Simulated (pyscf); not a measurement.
Cl–Sn:–Cl [singlet] + hydrogen (H₂) → Cl–SnH₂–Cl (insertion; singlet surface; H–H broken, H–Sn, H–Sn formed). Optimised with ωB97X-D3(BJ)/def2-SVP in PySCF. Energies in kJ/mol from the separated reactants.

| level | barrier | reaction energy |
|---|---|---|
| ωB97X-D3(BJ)/def2-TZVP | 301.1 | +13.7 |
| PBE/def2-TZVP | 272.5 | +44.0 |
| r²SCAN/def2-TZVP | (withheld) | +27.1 |
| B3LYP-D3(BJ)/def2-TZVP | 299.2 | +46.1 |
| PBE0-D3(BJ)/def2-TZVP | (withheld) | (withheld) |
| M06-2X/def2-TZVP | 301.6 | +23.5 |

**Question.** Complete the blanks.

**Answer.** 
- r²SCAN/def2-TZVP, barrier: 273.9
- PBE0-D3(BJ)/def2-TZVP, barrier: 277.7
- PBE0-D3(BJ)/def2-TZVP, reaction energy: +20.3

The functionals in the table span 29.1 kJ/mol in this barrier, from PBE to M06-2X. The same reactants have a lower exit, to HCl + Cl–SnH: [singlet] (highest point, the separated products, at +132.7 kJ/mol at ωB97M-D3(BJ)/def2-TZVP, against +298.0 kJ/mol here). One saddle was located; it need not be the lowest between these sides. Elements past Kr carry the def2 core potentials, without spin-orbit coupling.
